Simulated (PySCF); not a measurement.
Compound: C₃H₃F₃.
Z-matrix (Å and degrees, PBE0-D3(BJ)/def2-SVP geometry), rows numbered from 1:
```
F 
C   1  1.3253
C   2  1.3303  1  122.38
F   3  1.3313  2  122.34  1     0.33
C   3  1.4929  2  124.61  1   179.94
F   5  1.3641  3  110.57  2     1.77
H   2  1.0905  1  115.64  3  -179.83
H   5  1.1052  3  109.60  2   122.75
H   5  1.1053  3  109.72  2  -119.22
```

Method: PySCF 2.14.0, density-fitted response routines, TDDFT CAM-B3LYP/def2-SVPD, vertical, gas phase, core orbitals frozen in the response.

Each state is given a Gaussian of 0.25 eV full width at half maximum, with ε(max) = 2.175×10⁸ f / Δν̃ (Δν̃ the width in cm⁻¹). The width is an assumption, not a result. The curve ends short of the highest state used, and states not computed would add to its high-energy end.

(E (eV), ε (L mol⁻¹ cm⁻¹)): (6.14, 3), (6.26, 71), (6.39, 598), (6.52, 1128), (6.65, 475), (6.78, 45), (6.91, 1), (7.04, 18), (7.17, 207), (7.30, 967), (7.43, 9216), (7.56, 38472), (7.69, 36936), (7.82, 8174), (7.95, 1144), (8.08, 509), (8.21, 75), (8.34, 2), (8.46, 0), (8.59, 3), (8.72, 91), (8.85, 591), (8.98, 975), (9.11, 821)

Task: Where are the band maxima, and which computed states make them?

Result: 190 nm (6.51 eV), ε about 1100, made up of S1 (100%); 163 nm (7.62 eV), ε about 45000, made up of S3 (100%); 138 nm (8.97 eV), ε about 980, made up of S5 (81%) (ε in L mol⁻¹ cm⁻¹; maxima over ε = 5, shares over 10%). The states used: S1 6.51 eV (f 0.011); S2 7.31 eV (f 0.0047); S3 7.62 eV (f 0.421); S4 7.98 eV (f 0.0074); S5 8.94 eV (f 0.0076); S6 9.01 eV (f 0.0009); S7 9.18 eV (f 0.0060); S8 9.47 eV (f 0.018); S9 9.59 eV (f 0.0005); S10 9.71 eV (f 0.0057).

Task: On this curve, what absorbance would a 10⁻³ mol/L sample give at 193 nm over a 1 cm path?

Result: 193 nm is 6.424 eV, where ε is about 820 L mol⁻¹ cm⁻¹, so A = ε c l ≈ 0.82 (Beer–Lambert, with the gas-phase spectrum and the assumed width).

Task: What would ε be at 7.62 eV, the highest of these maxima, with half the width (0.125 eV)?

Result: About 90900 L mol⁻¹ cm⁻¹ against 45500, a factor of about 2.00; a lone state at its own centre would give exactly 2.

Task: Coming from long wavelengths, where does ε first pass 100 L mol⁻¹ cm⁻¹?

Result: At about 197 nm (6.28 eV), 0.23 eV below S1.

The vertical ionisation energy (ΔSCF) is 10.12 eV, 0.41 eV above S10.

One conformer stands for the species.
